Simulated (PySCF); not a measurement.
Q: Give a GFN2-xTB geometry of InChI=1S/C5H7O/c1-2-4-3-5(4)6/h2,4-5H,1,3H2/q-1/t4-,5-/m1/s1. (Charge -1.)

A: 
Z-matrix in Å and degrees, rows numbered from 1:
```
C 
C   1  1.3442
C   2  1.4270  1  126.52
C   3  1.5156  2  122.02  1  -162.68
C   4  1.5080  3   65.58  2  -106.36
O   5  1.2715  3  121.91  4   115.23
H   1  1.0787  2  121.59  3     2.65
H   1  1.0795  2  122.11  3  -176.14
H   2  1.0885  1  117.80  3   176.80
H   3  1.0839  2  116.44  1   -10.45
H   4  1.0833  3  115.89  5  -110.56
H   4  1.0857  3  116.71  5   111.53
H   5  1.1204  3  107.51  4  -104.25
```

The C–C distances run from 1.344 Å (C1=C2, drawn double) to 1.637 Å (C3–C5, drawn single), a spread of 0.293 Å. C1 (terminal =CH2 carbon) is planar (angles 122.1°, 121.6° and 116.3°, sum 360.0°, 0.01 Å off the plane of its three neighbours). C2 (alkene CH carbon) is planar (angles 126.5°, 117.8° and 115.6°, sum 359.9°, 0.02 Å off the plane of its three neighbours). The 3-membered ring C3–C4–C5 has internal angles of 57.0° to 65.6°.

Computed geometry: GFN2-xTB, gas phase.

Point group: C1 (no symmetry element, even within 0.4 Å). No frequency check. Torsions: C1–C2–C3–C4 -163°.

One conformer stands for the species.
